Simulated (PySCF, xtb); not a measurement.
Homolysis of single bonds, series C SH-H. All species are isolated molecules in the gas phase. One relaxed conformer stands for each flexible species; it need not be the lowest. Strings in code marks are SMILES.

Quantity: homolytic bond dissociation enthalpy at 298 K (no spin–orbit term), in kJ/mol. Thermal and zero-point terms are GFN2-xTB rigid-rotor harmonic values (xtb).

Level 1: B3LYP/3-21G // B3LYP-D3(BJ)/def2-TZVP (PySCF)
Level 2: M06-2X/6-31G* // B3LYP-D3(BJ)/def2-TZVP (PySCF)
Level 3: PBE/6-31G* // B3LYP-D3(BJ)/def2-TZVP (PySCF)
Level 4: HF/STO-3G // B3LYP-D3(BJ)/def2-TZVP (PySCF)

```json
[
 {"species": "C–S bond of `CS`, giving `[CH3]` and `[SH]`", "level 1": "273.1", "level 2": "321.7", "level 3": "325.0", "level 4": "266.1"},
 {"species": "S–C bond of `SC(S)S`, giving `S[CH]S` (H–S–C–S torsion 41°, S–C–S–H torsion -161°) and `[SH]`", "level 1": "245.7", "level 2": "[?]", "level 3": "[?]", "level 4": "[?]"},
 {"species": "S–C bond of `SCS` (H–S–C–S torsion -56°, S–C–S–H torsion -56°), giving `[CH2]S` and `[SH]`", "level 1": "263.7", "level 2": "300.1", "level 3": "292.6", "level 4": "245.9"}
]
```

Question: Some entries are withheld; supply them.

Answer: 
- S–C bond of `SC(S)S`, giving `S[CH]S` (H–S–C–S torsion 41°, S–C–S–H torsion -161°) and `[SH]`, level 2: 272.6
- S–C bond of `SC(S)S`, giving `S[CH]S` (H–S–C–S torsion 41°, S–C–S–H torsion -161°) and `[SH]`, level 3: 259.2
- S–C bond of `SC(S)S`, giving `S[CH]S` (H–S–C–S torsion 41°, S–C–S–H torsion -161°) and `[SH]`, level 4: 215.2
